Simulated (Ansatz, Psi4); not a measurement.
# C2H4F2 (1,2-difluoroethane): from total energies to a heat of formation

C2H4F2 has 8 atoms, charge 0, and is taken as a singlet. As SMILES, `FCCF`. The shape is that of a PBE0-D4/def2-TZVP optimisation. This is one conformer, not always the lowest.

Total energies at HF/3-21G (Psi4 1.11); the atoms run unrestricted:

| species | state | energy (Eh) |
| --- | --- | --- |
| C2H4F2 | singlet | -275.416618 |
| F | doublet | -98.845009 |
| C | triplet | -37.481070 |
| H | doublet | -0.496199 |

Harmonic wavenumbers at PBE0-D4/def2-TZVP, in cm⁻¹: 153, 327, 500, 883, 913, 1110, 1132, 1142, 1265, 1308, 1400, 1439, 1481, 1483, 3047, 3057, 3102, 3116.

Measured heats of formation of the gaseous atoms at 298.15 K, in kJ/mol: F 79.4, C 716.9, H 218.0. Spin-orbit lowering of the atoms at 298 K (mean of the ground term's levels less their thermal mean, from spectra), in kJ/mol: F 1.29, C 0.02. Take 1 Eh = 2625.50 kJ/mol, 1 cm⁻¹ = 0.0119627 kJ/mol, RT = 2.479 kJ/mol.

Work out the heat of formation of the gas at 298 K.


1. Electronic atomisation energy: 2 × (-98.845009) + 2 × (-37.481070) + 4 × (-0.496199) − (-275.416618) = 0.779664 Eh = 2047.0 kJ/mol.
2. Zero-point energy: half the sum of the wavenumbers, 13429 cm⁻¹ = 160.6 kJ/mol.
3. Thermal vibrational enthalpy, Σ hcν̃/(exp(hcν̃/kT) − 1): 3.9 kJ/mol. Translation, rotation and pV of a non-linear molecule: 4 RT = 9.9 kJ/mol.
4. The 8 free atoms carry 5/2 RT each: 49.6 kJ/mol.
5. Spin-orbit coupling lowers the free atoms by 2 × 1.29 + 2 × 0.02 = 2.6 kJ/mol.
6. Atomisation enthalpy at 298 K: 2047.0 − 2.6 − 160.6 − 3.9 − 9.9 + 49.6 = 1919.6 kJ/mol.
7. Sum of the atoms' heats of formation: 2464.6 kJ/mol. Heat of formation: 2464.6 − 1919.6 = +545.0 kJ/mol.

The tabulated value is -450.4 kJ/mol (Active Thermochemical Tables), so this level is off by +995.4 kJ/mol, or 34.1 % of the atomisation enthalpy that the table implies (2914.9 kJ/mol). Hartree–Fock leaves out correlation, which is larger in the molecule than in the atoms, so it underbinds and puts the heat of formation too high. A basis without polarisation functions underbinds badly. Anharmonicity and any spin-orbit splitting of the molecule are left out.
